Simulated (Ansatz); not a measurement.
# A reaction path, image by image

AlH5S, singlet, from AlH₅S ([AlH3][SH2]) to a complex of AlH₃S ([AlH2][SH]) + H₂; HF/pcseg-2 (Ansatz 0.2.0). Settings:

```yaml
hamiltonian: {xc: hf}
neb:
  images: 5
  climbing: true
  max_iterations: 60
  initial_path: idpp
```

First end:

```json
{"atom": "Al1", "x (Å)": "-0.8845", "y (Å)": "-0.6130", "z (Å)": "0.1825"}
{"atom": "H2", "x (Å)": "-0.2733", "y (Å)": "-0.8170", "z (Å)": "1.6432"}
{"atom": "H3", "x (Å)": "-0.7054", "y (Å)": "-1.7828", "z (Å)": "-0.8875"}
{"atom": "H4", "x (Å)": "-2.0691", "y (Å)": "0.4386", "z (Å)": "-0.0077"}
{"atom": "H5", "x (Å)": "1.9853", "y (Å)": "0.1615", "z (Å)": "-0.3848"}
{"atom": "S6", "x (Å)": "0.9212", "y (Å)": "0.8773", "z (Å)": "-0.7874"}
{"atom": "H7", "x (Å)": "1.0257", "y (Å)": "1.7355", "z (Å)": "0.2418"}
```

Second end:

```
7
angstrom
Al -0.5711 -0.2252 -0.4450
H 0.4471 -0.9776 1.5930
H -0.5400 -1.6867 -1.0415
H -1.6491 0.2894 0.5911
H 1.0625 -0.8349 1.1818
S 0.8439 1.2041 -1.3139
H 0.4066 2.2309 -0.5654
```

The ends were relaxed with PBE0-D4 in triple zeta, so they are not quite minima here (largest force components 0.69 and 0.50 eV/Å).

Energies along the converged band: It took 13 iterations. Path lengths are measured after rigid turns and shifts between images are taken out.
```
       image  path length (Å)  energy (kcal/mol)
           0             0.00               0.00
           1             0.78              -0.44
           2             1.55               4.83
3 (climbing)             2.33              24.74
           4             2.93              -0.57
           5             3.52              -9.61
           6             4.12             -10.65
```
Energies count from the first end.

The images between the ends:
Image 1:
```json
{"atom": "Al1", "x (Å)": "-0.8915", "y (Å)": "-0.7016", "z (Å)": "0.1730"}
{"atom": "H2", "x (Å)": "-0.1630", "y (Å)": "-1.0521", "z (Å)": "1.5383"}
{"atom": "H3", "x (Å)": "-0.9064", "y (Å)": "-1.7918", "z (Å)": "-0.9745"}
{"atom": "H4", "x (Å)": "-1.9867", "y (Å)": "0.4442", "z (Å)": "0.1719"}
{"atom": "H5", "x (Å)": "2.0391", "y (Å)": "0.3862", "z (Å)": "0.0155"}
{"atom": "S6", "x (Å)": "1.0760", "y (Å)": "0.7991", "z (Å)": "-0.7996"}
{"atom": "H7", "x (Å)": "0.8325", "y (Å)": "1.9160", "z (Å)": "-0.1244"}
```

Image 2:
```json
{"atom": "Al1", "x (Å)": "-0.8021", "y (Å)": "-0.6841", "z (Å)": "0.0925"}
{"atom": "H2", "x (Å)": "0.1546", "y (Å)": "-0.9509", "z (Å)": "1.3377"}
{"atom": "H3", "x (Å)": "-0.8469", "y (Å)": "-1.8016", "z (Å)": "-1.0202"}
{"atom": "H4", "x (Å)": "-1.9496", "y (Å)": "0.3833", "z (Å)": "0.2908"}
{"atom": "H5", "x (Å)": "1.5024", "y (Å)": "0.2512", "z (Å)": "0.3377"}
{"atom": "S6", "x (Å)": "1.1632", "y (Å)": "0.8354", "z (Å)": "-0.8094"}
{"atom": "H7", "x (Å)": "0.7783", "y (Å)": "1.9667", "z (Å)": "-0.2289"}
```

Image 3:
```json
{"atom": "Al1", "x (Å)": "-0.6872", "y (Å)": "-0.5503", "z (Å)": "-0.0777"}
{"atom": "H2", "x (Å)": "0.4526", "y (Å)": "-0.7395", "z (Å)": "1.1831"}
{"atom": "H3", "x (Å)": "-0.7226", "y (Å)": "-1.8364", "z (Å)": "-0.9728"}
{"atom": "H4", "x (Å)": "-1.9044", "y (Å)": "0.3226", "z (Å)": "0.3914"}
{"atom": "H5", "x (Å)": "0.9999", "y (Å)": "-0.0378", "z (Å)": "0.4974"}
{"atom": "S6", "x (Å)": "1.1394", "y (Å)": "0.8703", "z (Å)": "-0.8197"}
{"atom": "H7", "x (Å)": "0.7223", "y (Å)": "1.9710", "z (Å)": "-0.2016"}
```

Image 4:
```json
{"atom": "Al1", "x (Å)": "-0.6512", "y (Å)": "-0.3901", "z (Å)": "-0.3045"}
{"atom": "H2", "x (Å)": "0.5930", "y (Å)": "-0.7516", "z (Å)": "1.2486"}
{"atom": "H3", "x (Å)": "-0.6737", "y (Å)": "-1.8279", "z (Å)": "-0.9364"}
{"atom": "H4", "x (Å)": "-1.8563", "y (Å)": "0.2397", "z (Å)": "0.4850"}
{"atom": "H5", "x (Å)": "0.9664", "y (Å)": "-0.2695", "z (Å)": "0.7883"}
{"atom": "S6", "x (Å)": "0.9610", "y (Å)": "1.0047", "z (Å)": "-1.0592"}
{"atom": "H7", "x (Å)": "0.6608", "y (Å)": "1.9948", "z (Å)": "-0.2216"}
```

Image 5:
```json
{"atom": "Al1", "x (Å)": "-0.6700", "y (Å)": "-0.2936", "z (Å)": "-0.4443"}
{"atom": "H2", "x (Å)": "0.6332", "y (Å)": "-0.9098", "z (Å)": "1.4601"}
{"atom": "H3", "x (Å)": "-0.6528", "y (Å)": "-1.7604", "z (Å)": "-1.0009"}
{"atom": "H4", "x (Å)": "-1.7818", "y (Å)": "0.2326", "z (Å)": "0.5319"}
{"atom": "H5", "x (Å)": "1.0817", "y (Å)": "-0.4686", "z (Å)": "1.0727"}
{"atom": "S6", "x (Å)": "0.8174", "y (Å)": "1.1189", "z (Å)": "-1.2524"}
{"atom": "H7", "x (Å)": "0.5722", "y (Å)": "2.0810", "z (Å)": "-0.3671"}
```

The band counts as converged below 0.05 eV/Å. The run took about 110 s on 2 CPU threads of an Arm Neoverse V1 (shared host).
